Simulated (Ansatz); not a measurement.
Name a neutral molecule of B, Si and H with vertical ionisation energy (CCSD(T)/CBS(def2)) between 9.05 and 9.35 eV and LUMO energy (B3LYP/def2-TZVPP) between -2.30 and -2.00 eV (Ansatz, PBE0-D4/def2-TZVP geometry).

`B1B[SiH2]1` (9.24 eV, -2.07 eV). Other molecules can fit too; these were computed, each in one conformer that needn't be the lowest.

B3LYP here is the variant with VWN-RPA as its local correlation; programs differ in this.
